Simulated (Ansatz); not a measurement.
Fluorite CdF2 was calculated with rVV10 (PAW; Ansatz, a program for electronic structure).

Numerical settings: plane-wave cutoff 520 eV, 12×12×12 k mesh, Fermi–Dirac smearing 0.01 eV, scalar-relativistic PAW data made under PBE.

Equation-of-state points:

```
V (Å³/atom)  E − E_lowest (meV/atom)  P (GPa)
-----------  -----------------------  -------
12.738                         17.77     7.43
13.009                          7.59     4.66
13.280                          1.82     2.20
13.552                          0.00     0.00
13.823                          1.69    -1.96
14.094                          6.50    -3.70
14.365                         14.10    -5.25
```

### Question
Estimate the bulk modulus from the pressures at 13.280 and 13.823 Å³/atom, and compare it with a fit to all energies.

### Answer
B = −V dP/dV. Between V = 13.280 and 13.823 Å³/atom, dP/dV = (-1.96 − (2.20))/(13.823 − 13.280) = -7.66 GPa per Å³/atom; at the midpoint 13.552 Å³/atom this gives B ≈ 104 GPa. The third-order Birch–Murnaghan fit gives V0 = 13.552 Å³/atom, B0 = 104 GPa, B′ = 4.8, which lies within 1 % of that estimate.

The computed numbers hold no vibrational or temperature effects.
